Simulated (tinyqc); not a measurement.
Worked calculation: extended Hueckel theory, for H2O-. The parameters take no account of the charge, which enters only through the electron count, and nothing here shows that the anion is bound. One step of it, computed by the program tinyqc.

Task: Mulliken analysis. P = C n C^T; charge = valence electrons (O 6, H 1) minus the sum of (P S)_ii on the atom; overlap population = 2 sum P_ij S_ij between two atoms.

coefficients:
```
              MO1        MO2        MO3       MO4        MO5        MO6
1O 2s    0.813014  -0.000445  -0.158808  0.000000  -0.010193   1.061190
1O 2px   0.000000   0.000000   0.000000  1.000000   0.000000   0.000000
1O 2py  -0.000422   0.706801   0.000678  0.000000   0.966230   0.016382
1O 2pz  -0.039230  -0.000230   0.945972  0.000000  -0.006699   0.542043
2H 1s    0.168262   0.340385   0.095011  0.000000  -0.903863  -0.891487
3H 1s    0.166403  -0.342610   0.095335  0.000000   0.926555  -0.857162
```

occupations: 2.000000  2.000000  2.000000  2.000000  1.000000  0.000000

overlap S:
```
           1O 2s    1O 2px     1O 2py    1O 2pz     2H 1s      3H 1s
1O 2s   1.000000  0.000000   0.000000  0.000000  0.505357   0.501331
1O 2px  0.000000  1.000000   0.000000  0.000000  0.000000   0.000000
1O 2py  0.000000  0.000000   1.000000  0.000000  0.337674  -0.336177
1O 2pz  0.000000  0.000000   0.000000  1.000000  0.244265   0.242897
2H 1s   0.505357  0.000000   0.337674  0.244265  1.000000   0.249118
3H 1s   0.501331  0.000000  -0.336177  0.242897  0.249118   1.000000
```

Give: charges; Overlap populations.

Result:

charges: 1O -1.152, 2H 0.088, 3H 0.065

Overlap populations:
```
pair      value
2-1    0.074423
3-1    0.033814
3-2   -0.496544
```
